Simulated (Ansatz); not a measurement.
`C[BH][AlH2]` and `O[BH][AlH2]` differ in one atom or group.

Ansatz, PBE0-D4/def2-TZVP geometries, multiplicity 1. Each molecule was computed in one conformer, which needn't be the lowest.

| property | `C[BH][AlH2]` |
| --- | --- |
| LUMO energy (B3LYP/def2-TZVPP) / eV | -1.90 |
| HOMO energy (PBE/def2-TZVPP) / eV | -5.87 |
| size of the dipole moment (B3LYP/def2-TZVPP) / D | 1.24 |
| HOMO–LUMO gap (ωB97M-V/def2-TZVPP) / eV | 9.25 |
| HOMO energy (PBE0/def2-TZVPP) / eV | -7.02 |
| HOMO energy (B3LYP/def2-TZVPP) / eV | -6.85 |

(1) Give the same properties after the change, and the shifts. (Estimate.)

Answers

(1) Ansatz gave: 
| property | `O[BH][AlH2]` | shift |
| --- | --- | --- |
| LUMO energy (B3LYP/def2-TZVPP) / eV | -1.74 | 0.16 |
| HOMO energy (PBE/def2-TZVPP) / eV | -5.82 | 0.05 |
| size of the dipole moment (B3LYP/def2-TZVPP) / D | 2.13 | 0.89 |
| HOMO–LUMO gap (ωB97M-V/def2-TZVPP) / eV | 9.20 | -0.05 |
| HOMO energy (PBE0/def2-TZVPP) / eV | -7.00 | 0.02 |
| HOMO energy (B3LYP/def2-TZVPP) / eV | -6.83 | 0.02 |

The zero-point energy changes by -53.8 kJ/mol with -6 modes. Dipoles are sizes alone; their direction can turn.

B3LYP here is the variant with VWN-RPA as its local correlation; programs differ in this.
